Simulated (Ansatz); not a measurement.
Reading a saddle point

A first-order saddle point of CH$_{6}$N, doublet, PBE0-D4/def2-TZVP, with one imaginary mode of 1612i cm⁻¹:

```xyz
8
angstrom
H -0.2067 -0.2790 -0.1103
N -0.9697 -0.3530 -1.1244
C 0.6241 0.0208 0.8585
H -1.5364 0.4870 -0.9873
H -0.3150 -0.0906 -1.8650
H -0.0181 0.1708 1.7231
H 1.1753 0.9119 0.5716
H 1.2465 -0.8677 0.9338
```

Computed with Ansatz 0.2.0 (basis: def2-TZVPP and def2-QZVPP); correlated methods freeze the cores; orbitals are unrestricted. Extrapolation: Hartree–Fock as exp(−7.88 √X), correlation as X^−2.97.

(1) Which contacts change along the imaginary mode, and what lies on either side? (A judgement: the text doesn't fix the answer.)

(2) Which side is lower, and how far does the saddle lie above each? (An estimate is asked for; the value comes from the calculation.)

T1 diagnostic: at most 0.016. ⟨S²⟩ of the unrestricted Hartree–Fock references: 0.76 to 0.79 (a pure state has 0.75).

Results:

(1) The calculation gives: The step is CH₃ + NH₃ → CH₄ + NH₂, with the molecules in contact on both sides. Shortening one way: H1–C3; lengthening the same way: H1–N2.
```json
{"pair": "H1–C3", "one side (Å)": "2.56", "saddle (Å)": "1.31", "other side (Å)": "1.09"}
{"pair": "H1–N2", "one side (Å)": "1.01", "saddle (Å)": "1.27", "other side (Å)": "2.56"}
```

(2) Computed: The side with H1–N2 short is lower by 14.0 kJ/mol; the saddle lies 74.7 kJ/mol above it and 60.7 kJ/mol above the other (CCSD(T) at an estimated basis limit (MP2 extrapolated from triple and quadruple zeta, plus CCSD(T) − MP2 in triple zeta); electronic energies).

For scale, one of the runs: CCSD(T)/def2-TZVPP, 146 basis functions, launched by `ansatz run in.yaml --threads 2 --pin off --events-out ev --progress --plain --max-ram 4352MiB`. Hardware: 2 CPU threads of an Arm Neoverse V2, shared host. Wall time 31 s; peak host memory 2.1 GiB.
